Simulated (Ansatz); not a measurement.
**Molecular dynamics of CH6AlB**

Input:

```yaml
crystal:
  periodic: [false, false, false]
  atoms:
    - { symbol: C, position_ang: [-0.679291, 0.662694, -1.094171] }
    - { symbol: B, position_ang: [0.38002, 0.503863, 0.05305] }
    - { symbol: Al, position_ang: [0.677354, -1.213294, 1.278611] }
    - { symbol: H, position_ang: [-1.158089, -0.248328, -1.46774] }
    - { symbol: H, position_ang: [-0.305499, 1.2467, -1.945934] }
    - { symbol: H, position_ang: [-1.479888, 1.285722, -0.65199] }
    - { symbol: H, position_ang: [1.040995, 1.488294, 0.27315] }
    - { symbol: H, position_ang: [-0.149984, -1.443297, 2.628603] }
    - { symbol: H, position_ang: [1.762682, -2.328754, 0.90942] }
basis:
  gaussian: { orbitals: "6-31G*" }
hamiltonian:
  xc: b3lyp
  dispersion: d4
md:
  timestep: 0.25
  n_steps: 150
  ensemble: nve
  temperature: 100.0
  initial_velocities: maxwell_boltzmann
  seed: 45255
scf:
  lower_state_search: "off"
```

Command:

```bash
$ ansatz run input.yaml --threads 1 --pin off --max-ram 2048MiB --backend cpu --events-out ev --progress --plain --runs-dir out
```

It starts from a relaxed structure.

Output, in part (one step line in 2, the closing report, with atoms numbered from 0):

```
md step     0: t =     0.00 fs  T =   100.0 K  F+E_penalty+E_count = -8407.27842454 eV  E_kin = 0.090482 eV  conserved = -8407.18794255 eV  (14 SCF iters)
md step     2: t =     0.50 fs  T =    98.2 K  F+E_penalty+E_count = -8407.27680730 eV  E_kin = 0.088871 eV  conserved = -8407.18793591 eV  (13 SCF iters)
md step     4: t =     1.00 fs  T =    93.3 K  F+E_penalty+E_count = -8407.27238327 eV  E_kin = 0.084462 eV  conserved = -8407.18792115 eV  (13 SCF iters)
md step     6: t =     1.50 fs  T =    86.4 K  F+E_penalty+E_count = -8407.26605685 eV  E_kin = 0.078154 eV  conserved = -8407.18790251 eV  (13 SCF iters)
md step     8: t =     2.00 fs  T =    78.6 K  F+E_penalty+E_count = -8407.25898757 eV  E_kin = 0.071103 eV  conserved = -8407.18788452 eV  (13 SCF iters)
md step    10: t =     2.50 fs  T =    71.2 K  F+E_penalty+E_count = -8407.25230311 eV  E_kin = 0.064432 eV  conserved = -8407.18787098 eV  (13 SCF iters)
md step    12: t =     3.00 fs  T =    65.2 K  F+E_penalty+E_count = -8407.24685668 eV  E_kin = 0.058993 eV  conserved = -8407.18786417 eV  (13 SCF iters)
md step    14: t =     3.50 fs  T =    61.0 K  F+E_penalty+E_count = -8407.24307196 eV  E_kin = 0.055207 eV  conserved = -8407.18786509 eV  (13 SCF iters)
md step    16: t =     4.00 fs  T =    58.6 K  F+E_penalty+E_count = -8407.24089540 eV  E_kin = 0.053023 eV  conserved = -8407.18787258 eV  (12 SCF iters)
md step    18: t =     4.50 fs  T =    57.4 K  F+E_penalty+E_count = -8407.23986310 eV  E_kin = 0.051979 eV  conserved = -8407.18788393 eV  (12 SCF iters)
md step    20: t =     5.00 fs  T =    56.8 K  F+E_penalty+E_count = -8407.23927027 eV  E_kin = 0.051375 eV  conserved = -8407.18789551 eV  (12 SCF iters)
md step    22: t =     5.50 fs  T =    55.8 K  F+E_penalty+E_count = -8407.23841099 eV  E_kin = 0.050508 eV  conserved = -8407.18790324 eV  (12 SCF iters)
md step    24: t =     6.00 fs  T =    54.1 K  F+E_penalty+E_count = -8407.23683181 eV  E_kin = 0.048928 eV  conserved = -8407.18790383 eV  (13 SCF iters)
md step    26: t =     6.50 fs  T =    51.5 K  F+E_penalty+E_count = -8407.23451736 eV  E_kin = 0.046621 eV  conserved = -8407.18789683 eV  (13 SCF iters)
md step    28: t =     7.00 fs  T =    48.7 K  F+E_penalty+E_count = -8407.23192157 eV  E_kin = 0.044037 eV  conserved = -8407.18788489 eV  (13 SCF iters)
md step    30: t =     7.50 fs  T =    46.3 K  F+E_penalty+E_count = -8407.22979992 eV  E_kin = 0.041927 eV  conserved = -8407.18787312 eV  (13 SCF iters)
md step    32: t =     8.00 fs  T =    45.3 K  F+E_penalty+E_count = -8407.22888092 eV  E_kin = 0.041013 eV  conserved = -8407.18786756 eV  (13 SCF iters)
md step    34: t =     8.50 fs  T =    46.0 K  F+E_penalty+E_count = -8407.22950686 eV  E_kin = 0.041635 eV  conserved = -8407.18787177 eV  (12 SCF iters)
md step    36: t =     9.00 fs  T =    48.1 K  F+E_penalty+E_count = -8407.23141892 eV  E_kin = 0.043534 eV  conserved = -8407.18788501 eV  (12 SCF iters)
md step    38: t =     9.50 fs  T =    50.7 K  F+E_penalty+E_count = -8407.23380352 eV  E_kin = 0.045901 eV  conserved = -8407.18790240 eV  (12 SCF iters)
md step    40: t =    10.00 fs  T =    52.7 K  F+E_penalty+E_count = -8407.23558609 eV  E_kin = 0.047669 eV  conserved = -8407.18791739 eV  (12 SCF iters)
md step    42: t =    10.50 fs  T =    52.9 K  F+E_penalty+E_count = -8407.23583439 eV  E_kin = 0.047910 eV  conserved = -8407.18792453 eV  (12 SCF iters)
md step    44: t =    11.00 fs  T =    51.0 K  F+E_penalty+E_count = -8407.23409462 eV  E_kin = 0.046173 eV  conserved = -8407.18792155 eV  (12 SCF iters)
md step    46: t =    11.50 fs  T =    47.1 K  F+E_penalty+E_count = -8407.23053757 eV  E_kin = 0.042628 eV  conserved = -8407.18790962 eV  (12 SCF iters)
md step    48: t =    12.00 fs  T =    42.0 K  F+E_penalty+E_count = -8407.22589077 eV  E_kin = 0.037998 eV  conserved = -8407.18789251 eV  (12 SCF iters)
md step    50: t =    12.50 fs  T =    36.8 K  F+E_penalty+E_count = -8407.22121172 eV  E_kin = 0.033337 eV  conserved = -8407.18787502 eV  (12 SCF iters)
md step    52: t =    13.00 fs  T =    32.9 K  F+E_penalty+E_count = -8407.21759225 eV  E_kin = 0.029731 eV  conserved = -8407.18786149 eV  (11 SCF iters)
md step    54: t =    13.50 fs  T =    31.0 K  F+E_penalty+E_count = -8407.21587978 eV  E_kin = 0.028025 eV  conserved = -8407.18785512 eV  (11 SCF iters)
md step    56: t =    14.00 fs  T =    31.6 K  F+E_penalty+E_count = -8407.21647502 eV  E_kin = 0.028618 eV  conserved = -8407.18785727 eV  (11 SCF iters)
md step    58: t =    14.50 fs  T =    34.7 K  F+E_penalty+E_count = -8407.21924133 eV  E_kin = 0.031374 eV  conserved = -8407.18786747 eV  (12 SCF iters)
md step    60: t =    15.00 fs  T =    39.4 K  F+E_penalty+E_count = -8407.22353659 eV  E_kin = 0.035653 eV  conserved = -8407.18788342 eV  (12 SCF iters)
md step    62: t =    15.50 fs  T =    44.7 K  F+E_penalty+E_count = -8407.22836184 eV  E_kin = 0.040461 eV  conserved = -8407.18790130 eV  (12 SCF iters)
md step    64: t =    16.00 fs  T =    49.4 K  F+E_penalty+E_count = -8407.23260228 eV  E_kin = 0.044686 eV  conserved = -8407.18791661 eV  (12 SCF iters)
md step    66: t =    16.50 fs  T =    52.4 K  F+E_penalty+E_count = -8407.23531454 eV  E_kin = 0.047390 eV  conserved = -8407.18792495 eV  (12 SCF iters)
md step    68: t =    17.00 fs  T =    53.1 K  F+E_penalty+E_count = -8407.23599187 eV  E_kin = 0.048068 eV  conserved = -8407.18792376 eV  (12 SCF iters)
md step    70: t =    17.50 fs  T =    51.7 K  F+E_penalty+E_count = -8407.23472172 eV  E_kin = 0.046808 eV  conserved = -8407.18791330 eV  (12 SCF iters)
md step    72: t =    18.00 fs  T =    48.9 K  F+E_penalty+E_count = -8407.23216241 eV  E_kin = 0.044265 eV  conserved = -8407.18789717 eV  (12 SCF iters)
md step    74: t =    18.50 fs  T =    45.8 K  F+E_penalty+E_count = -8407.22931678 eV  E_kin = 0.041435 eV  conserved = -8407.18788132 eV  (12 SCF iters)
md step    76: t =    19.00 fs  T =    43.4 K  F+E_penalty+E_count = -8407.22716758 eV  E_kin = 0.039296 eV  conserved = -8407.18787153 eV  (12 SCF iters)
md step    78: t =    19.50 fs  T =    42.5 K  F+E_penalty+E_count = -8407.22631978 eV  E_kin = 0.038449 eV  conserved = -8407.18787100 eV  (12 SCF iters)
md step    80: t =    20.00 fs  T =    43.0 K  F+E_penalty+E_count = -8407.22680874 eV  E_kin = 0.038930 eV  conserved = -8407.18787859 eV  (13 SCF iters)
md step    82: t =    20.50 fs  T =    44.5 K  F+E_penalty+E_count = -8407.22816028 eV  E_kin = 0.040270 eV  conserved = -8407.18789013 eV  (13 SCF iters)
md step    84: t =    21.00 fs  T =    46.2 K  F+E_penalty+E_count = -8407.22965801 eV  E_kin = 0.041758 eV  conserved = -8407.18789997 eV  (13 SCF iters)
md step    86: t =    21.50 fs  T =    47.3 K  F+E_penalty+E_count = -8407.23068109 eV  E_kin = 0.042777 eV  conserved = -8407.18790404 eV  (13 SCF iters)
md step    88: t =    22.00 fs  T =    47.6 K  F+E_penalty+E_count = -8407.23095868 eV  E_kin = 0.043058 eV  conserved = -8407.18790109 eV  (13 SCF iters)
md step    90: t =    22.50 fs  T =    47.3 K  F+E_penalty+E_count = -8407.23065453 eV  E_kin = 0.042762 eV  conserved = -8407.18789252 eV  (13 SCF iters)
md step    92: t =    23.00 fs  T =    46.9 K  F+E_penalty+E_count = -8407.23028206 eV  E_kin = 0.042400 eV  conserved = -8407.18788164 eV  (13 SCF iters)
md step    94: t =    23.50 fs  T =    47.1 K  F+E_penalty+E_count = -8407.23050933 eV  E_kin = 0.042637 eV  conserved = -8407.18787195 eV  (13 SCF iters)
md step    96: t =    24.00 fs  T =    48.7 K  F+E_penalty+E_count = -8407.23193365 eV  E_kin = 0.044067 eV  conserved = -8407.18786657 eV  (12 SCF iters)
md step    98: t =    24.50 fs  T =    52.0 K  F+E_penalty+E_count = -8407.23488879 eV  E_kin = 0.047021 eV  conserved = -8407.18786730 eV  (12 SCF iters)
md step   100: t =    25.00 fs  T =    56.9 K  F+E_penalty+E_count = -8407.23932669 eV  E_kin = 0.051452 eV  conserved = -8407.18787466 eV  (12 SCF iters)
md step   102: t =    25.50 fs  T =    62.9 K  F+E_penalty+E_count = -8407.24479041 eV  E_kin = 0.056903 eV  conserved = -8407.18788730 eV  (12 SCF iters)
md step   104: t =    26.00 fs  T =    69.2 K  F+E_penalty+E_count = -8407.25048490 eV  E_kin = 0.062582 eV  conserved = -8407.18790293 eV  (12 SCF iters)
md step   106: t =    26.50 fs  T =    74.6 K  F+E_penalty+E_count = -8407.25543523 eV  E_kin = 0.067517 eV  conserved = -8407.18791799 eV  (13 SCF iters)
md step   108: t =    27.00 fs  T =    78.2 K  F+E_penalty+E_count = -8407.25871315 eV  E_kin = 0.070785 eV  conserved = -8407.18792846 eV  (13 SCF iters)
md step   110: t =    27.50 fs  T =    79.3 K  F+E_penalty+E_count = -8407.25968910 eV  E_kin = 0.071758 eV  conserved = -8407.18793082 eV  (13 SCF iters)
md step   112: t =    28.00 fs  T =    77.7 K  F+E_penalty+E_count = -8407.25824359 eV  E_kin = 0.070320 eV  conserved = -8407.18792354 eV  (13 SCF iters)
md step   114: t =    28.50 fs  T =    74.0 K  F+E_penalty+E_count = -8407.25485622 eV  E_kin = 0.066948 eV  conserved = -8407.18790806 eV  (13 SCF iters)
md step   116: t =    29.00 fs  T =    69.2 K  F+E_penalty+E_count = -8407.25050887 eV  E_kin = 0.062620 eV  conserved = -8407.18788898 eV  (12 SCF iters)
md step   118: t =    29.50 fs  T =    64.7 K  F+E_penalty+E_count = -8407.24639894 eV  E_kin = 0.058526 eV  conserved = -8407.18787253 eV  (12 SCF iters)
md step   120: t =    30.00 fs  T =    61.5 K  F+E_penalty+E_count = -8407.24355041 eV  E_kin = 0.055686 eV  conserved = -8407.18786429 eV  (12 SCF iters)
md step   122: t =    30.50 fs  T =    60.4 K  F+E_penalty+E_count = -8407.24247708 eV  E_kin = 0.054611 eV  conserved = -8407.18786652 eV  (12 SCF iters)
md step   124: t =    31.00 fs  T =    61.0 K  F+E_penalty+E_count = -8407.24304658 eV  E_kin = 0.055169 eV  conserved = -8407.18787719 eV  (12 SCF iters)
md step   126: t =    31.50 fs  T =    62.7 K  F+E_penalty+E_count = -8407.24459824 eV  E_kin = 0.056707 eV  conserved = -8407.18789142 eV  (12 SCF iters)
md step   128: t =    32.00 fs  T =    64.5 K  F+E_penalty+E_count = -8407.24624174 eV  E_kin = 0.058338 eV  conserved = -8407.18790383 eV  (12 SCF iters)
md step   130: t =    32.50 fs  T =    65.5 K  F+E_penalty+E_count = -8407.24718948 eV  E_kin = 0.059279 eV  conserved = -8407.18791077 eV  (12 SCF iters)
md step   132: t =    33.00 fs  T =    65.3 K  F+E_penalty+E_count = -8407.24698746 eV  E_kin = 0.059076 eV  conserved = -8407.18791123 eV  (12 SCF iters)
md step   134: t =    33.50 fs  T =    63.7 K  F+E_penalty+E_count = -8407.24558464 eV  E_kin = 0.057678 eV  conserved = -8407.18790618 eV  (12 SCF iters)
md step   136: t =    34.00 fs  T =    61.2 K  F+E_penalty+E_count = -8407.24326086 eV  E_kin = 0.055362 eV  conserved = -8407.18789876 eV  (12 SCF iters)
md step   138: t =    34.50 fs  T =    58.1 K  F+E_penalty+E_count = -8407.24047045 eV  E_kin = 0.052579 eV  conserved = -8407.18789135 eV  (12 SCF iters)
md step   140: t =    35.00 fs  T =    55.0 K  F+E_penalty+E_count = -8407.23767242 eV  E_kin = 0.049786 eV  conserved = -8407.18788611 eV  (13 SCF iters)
md step   142: t =    35.50 fs  T =    52.3 K  F+E_penalty+E_count = -8407.23518945 eV  E_kin = 0.047305 eV  conserved = -8407.18788447 eV  (13 SCF iters)
md step   144: t =    36.00 fs  T =    50.0 K  F+E_penalty+E_count = -8407.23312165 eV  E_kin = 0.045235 eV  conserved = -8407.18788667 eV  (13 SCF iters)
md step   146: t =    36.50 fs  T =    48.0 K  F+E_penalty+E_count = -8407.23132683 eV  E_kin = 0.043435 eV  conserved = -8407.18789196 eV  (13 SCF iters)
md step   148: t =    37.00 fs  T =    45.9 K  F+E_penalty+E_count = -8407.22946920 eV  E_kin = 0.041571 eV  conserved = -8407.18789869 eV  (13 SCF iters)
md step   150: t =    37.50 fs  T =    43.4 K  F+E_penalty+E_count = -8407.22713288 eV  E_kin = 0.039229 eV  conserved = -8407.18790429 eV  (13 SCF iters)
Total energy: -8407.22739251 eV, -308.9599080515 hartree
Atom 0 at    -0.666570     0.627348    -1.082663 Å, force     0.011908     0.030451     0.024489 eV/Å
Atom 1 at     0.412364     0.518674     0.080749 Å, force    -0.262829     0.618247    -0.525014 eV/Å
Atom 2 at     0.669485    -1.193653     1.270952 Å, force    -0.020660    -0.653019    -0.165733 eV/Å
Atom 3 at    -0.995994    -0.321309    -1.531656 Å, force    -0.054587     0.145797     0.075513 eV/Å
Atom 4 at    -0.398102     1.331582    -1.893119 Å, force     0.039610    -0.227527     0.234255 eV/Å
Atom 5 at    -1.560937     1.088798    -0.603476 Å, force     0.182439    -0.181921    -0.046653 eV/Å
Atom 6 at     1.016811     1.550700     0.233123 Å, force     0.097688    -0.103878     0.153520 eV/Å
Atom 7 at    -0.122169    -1.438955     2.638689 Å, force     0.077618     0.057269     0.042982 eV/Å
Atom 8 at     1.482811    -2.473871     0.672797 Å, force    -0.071188     0.314581     0.206642 eV/Å
Dipole moment:    -0.072141     0.190647    -0.111165 e Å
```

The run went to its last step. The conserved energy stayed within 0.0098 meV per atom of its start (net change 0.0043 meV per atom), so the integration is sound. A run of 0.037 ps of so small a system gives no equilibrium averages.

The same pairs are bonded in the first frame and the last. Pairs count as bonded within 1.25 times the sum of covalent radii (0.12 Å more for H–H).

Last frame:

```xyz
9
Properties=species:S:1:pos:R:3
C -0.667 0.627 -1.083
B 0.412 0.519 0.081
Al 0.669 -1.194 1.271
H -0.996 -0.321 -1.532
H -0.398 1.332 -1.893
H -1.561 1.089 -0.604
H 1.017 1.551 0.233
H -0.122 -1.439 2.639
H 1.483 -2.474 0.673
```

The run took 2.1 min on 1 thread of Intel(R) Xeon(R) 6975P-C (Granite Rapids), on a shared host, peak memory 0.11 GiB.
